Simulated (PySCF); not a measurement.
An unknown shows these calculated signals:

1H NMR (400 MHz, computed): δ 7.49 (m, 1H), 6.85 (m, 1H), 5.91 (dtd, J = 18.8, 2.7, 1.3 Hz, 1H), 5.68 (dtd, J = 12.9, 2.7, 2.1 Hz, 1H).

13C{1H} NMR (computed): δ 162.9 (C, dd, J = 304.6, 29.4 Hz), 150.7 (CH, dd, J = 330.7, 65.7 Hz), 129.9 (CH, dd, J = 18.3, 5.3 Hz), 121.9 (CH2, d, J = 2.5 Hz).

PySCF 2.14 calculation with geometry from GFN2-xTB, J couplings at B3LYP/pcJ-1 (spin–dipole term only in couplings to heteroatoms) and shielding tensors at PBE0/pcSseg-1 (GIAO); no solvent model, non-relativistic Hamiltonian, a single conformation.

Chemical shifts δ = σref − σ; 1H and 13C vs TMS, all at this level.

Which of these does the molecule contain: a benzene ring, a Si–H bond, a vinyl group CH=CH2, a three-membered ring, a non-aromatic C=C double bond?

Results:


- A benzene ring: no.
- A Si–H bond: no.
- A vinyl group CH=CH2: yes (δC 121.9, 129.9; δH 5.68 (dtd), 5.91 (dtd), 6.85 (m)).
- A three-membered ring: no.
- A non-aromatic C=C double bond: yes.

The data belong to `InChI=1S/C4H4F2/c1-2-4(6)3-5/h2-3H,1H2/b4-3+`; they needn't prove each group on their own.

Carbon signals by region: 1 in the far downfield region (above 160 ppm), 3 in the sp2 and nitrile region (100–160 ppm). Above 160 ppm: 162.9, fully substituted alkene carbon.

C–F couplings over four or more bonds (about 3 Hz to the para carbon of a fluoroarene) are left out. Common functionals overestimate the size of one-bond C–F couplings by tens of Hz; these are unscaled. Splittings below 1 Hz are ignored in the labels, and close J values are merged. Unscaled 3J(H,H) at this level run about 10 % above measured values. Shifts are as computed. Against solution values, carbons near 30 ppm lie about +3 ppm off and those near 130 ppm about +5 ppm. Of 1309 compounds with measured shifts, 239 miss one by over three times the rms of a fit or turn the order of signals round; such compounds aren't used in these exercises.
